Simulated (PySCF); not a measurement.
Computed with B3LYP-D3(BJ)/def2-TZVP in PySCF. Gas-phase values, no solvent. One relaxed conformer stands for a flexible species; it need not be the lowest. B3LYP has the VWN-RPA correlation part, as in Gaussian. Excitations are Tamm–Dancoff values on a coarser integration grid. The basis has no diffuse functions, so Rydberg states are missing or too high.

Reference species (SMILES): `C=CC` (neutral, multiplicity 1).

```yaml
T1 excitation (TDA): 4.49 eV
S1 oscillator strength: 0.000
brightest of the four lowest singlets (TDA): 7.97 eV
S1 excitation (TDA): 7.43 eV
```

Changed species: `C=CCC=S` (C–C–C–C torsion -118°, C–C–C–S torsion 126°) (X = thioformyl; the reference has X = H).

Problem. What does the change do to the T1 excitation (TDA), S1 oscillator strength, brightest of the four lowest singlets (TDA) and S1 excitation (TDA)?

Solution. the T1 excitation (TDA) decreases by 2.56 eV, to 1.93 eV; the S1 oscillator strength stays essentially unchanged; the brightest of the four lowest singlets (TDA) falls by 1.79 eV, to 6.18 eV; the S1 excitation (TDA) falls by 4.98 eV, to 2.45 eV.
